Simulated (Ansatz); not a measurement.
The same path of CH5N + H4Si (12 atoms, charge 0, multiplicity 1) was run twice with different band settings. Lost on the way: Si1–H2, N6–H12. Made: Si1–N6, H2–H12.

These are results of RKS PBE-D4/def2-SVP in Ansatz 0.2.0, not measurements.

Relaxed end points:

```xyz
12
Properties=species:S:1:pos:R:3
Si 0.288 0.082 -0.133
H 0.666 -0.046 1.316
H 1.599 0.281 -0.875
H -0.525 1.312 -0.427
H -0.305 -1.176 -0.705
N -2.121 -0.267 1.220
H -2.832 -0.565 0.540
C -2.540 0.942 1.921
H -3.497 0.864 2.493
H -1.747 1.251 2.634
H -2.651 1.772 1.192
H -2.002 -1.051 1.875
```

```xyz
12
Properties=species:S:1:pos:R:3
Si -0.449 0.404 -0.468
H -0.257 -1.241 3.468
H 0.345 -0.835 -0.776
H 0.435 1.498 0.068
H -1.040 0.914 -1.767
N -1.601 -0.027 0.777
H -2.006 -0.965 0.712
C -2.481 0.938 1.418
H -2.792 0.587 2.425
H -1.940 1.895 1.568
H -3.408 1.174 0.840
H -0.474 -0.943 2.787
```

Common settings: movable images 9; climbing image yes; spring 5.0 eV/Å²; optimiser quadratic models (default); start path through a guess of the saddle point; force threshold 0.03 eV/Å; end points relaxed.

| run | iteration limit |
| --- | --- |
| 1 | 60 |
| 2 | 6 |

What does each run give, and how far can it be trusted?

Run 1: converged after 32 iterations, highest image 1.572 eV above the first end. The profile has 3 maxima (images 3, 6, 9) with wells between them (images 5, 7): this band takes more than one step, which may be the mechanism or a detour left from its start path. Neighbouring images differ by up to 1.5 eV, so the band resolves the path poorly. A vibrational analysis at the climbing image gives one clearly imaginary mode, 1222i cm⁻¹: a first-order saddle point.
Run 2: not converged after 6 iterations, highest image 1.880 eV above the first end. The band didn't meet its force threshold, so its energies are provisional: the largest band force was still 1.42 eV/Å, and over the last iterations the top moved between 1.80 and 2.11 eV.
The orbitals stay closed-shell, which can raise the energy where a bond breaks towards radicals; this wasn't checked here.
